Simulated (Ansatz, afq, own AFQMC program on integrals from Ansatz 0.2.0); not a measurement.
AFQMC on a folder of integrals that Ansatz 0.2.0 wrote.

```yaml
crystal:
  periodic: [false, false, false]
  atoms:
    - {symbol: Ge, position_ang: [-0.030595, 0.000000, 0.261825]}
    - {symbol: N, position_ang: [0.064106, 0.000001, -1.456575]}
    - {symbol: H, position_ang: [0.657043, -1.113542, 0.685984]}
    - {symbol: H, position_ang: [0.657042, 1.113542, 0.685985]}
basis:
  gaussian: {orbitals: cc-pVDZ}
magnetization: {spin_polarized: true, initial_magnetization: 3}
correlation: {method: ccsd_t, electrons: outside_noble_gas, hamiltonian_folder: ham}
```

```sh
$ ansatz run in.yaml --threads 1 --pin off --events-out ev --progress --plain --max-ram 1382MiB
```

afq runs on the folder ham with

```
--method phaseless --trial cisd --walkers 60 --populations 1 --least-time 40 --time-step 0.005 --steps-per-block 50 --equilibration-blocks 28 --max-blocks 300 --target-error 0.0004 --factor-cut 1e-05 --start spin_pure --seed 4457 --release-times 0.24,0.51,0.99,1.62,2.4 --release-step 0.03 --release-every 4 --taylor-order 6
```

Times are imaginary, in 1/Eh. The walk had a cap of 1161 s. Filled inner d shells are frozen with the cores.

Output of the walk:

```
orbitals 36  electrons 7 4  factors 293 of 549
reference energy -2130.79695780 Eh
CCSD correlation -0.20635784 Eh in 14 cycles, weight of the determinant in the CISD state 0.9037
energy of the start -2131.003072 Eh
 block  time / (1/Eh)  mean weight  energy / Eh
     1     0.250  1.0005  -2131.001051
     2     0.500  0.9998  -2131.002679
     3     0.750  1.0005  -2131.004085
     4     1.000  1.0012  -2131.006733
     5     1.250  1.0010  -2131.006549
     8     2.000  0.9998  -2131.004660
    13     3.250  1.0007  -2131.011873
    25     6.250  1.0009  -2131.010675
    37     9.250  0.9998  -2131.006629
    49    12.250  0.9994  -2131.010988
    53    13.250  1.0016  -2131.021713
    61    15.250  1.0008  -2131.009348
    73    18.250  0.9986  -2131.004970
    85    21.250  0.9979  -2131.005062
    97    24.250  0.9978  -2131.008821
   109    27.250  0.9996  -2131.006691
   117    29.250  1.0004  -2131.004582
   121    30.250  1.0001  -2131.010607
   133    33.250  0.9987  -2131.006012
   145    36.250  1.0011  -2131.006963
   157    39.250  0.9995  -2131.006859
   169    42.250  1.0006  -2131.006852
   181    45.250  1.0012  -2131.008382
   185    46.250  0.9984  -2131.009061
blocks merged  error / Eh  count
     1  0.000241  160
     2  0.000302  80
     4  0.000363  40
     8  0.000392  20
    16  0.000473  10
released: time / (1/Eh)  energy / Eh  error  mean overlap
  0.24  -2131.008635  0.000497  1.0016
  0.51  -2131.008612  0.000342  0.9994
  0.99  -2131.008599  0.000389  0.9795
  1.62  -2131.008399  0.000497  0.9712
  2.40  -2131.008013  0.000558  1.0027
energy -2131.008409 +/- 0.000392 Eh
(rows thinned)
```

The run passed its tests (sampling time, drift between the halves within three errors, error under three times the target), which doesn't prove that it has relaxed.

Against this walk (error 10.7 meV) on the same determinant: CCSD(T) 27.8 meV higher. The error is statistical and leaves out the bias of the constraint. Released to 2.40 1/Eh the energy moves by 11 ± 19 meV (both errors), within twice the noise.

Cautions: constraint bias not in the error; no relativity below Rb; no spin-orbit coupling; inner d shell frozen; lower spins were not checked.

The walk took 3.7 min on 1 thread of Arm Neoverse V2, on a shared host. The log's last line is the phaseless energy.

A walk keeps the symmetry of its determinant, which the program's search chose and which needn't be the lowest solution, so a lower state of the same spin and another symmetry isn't excluded.
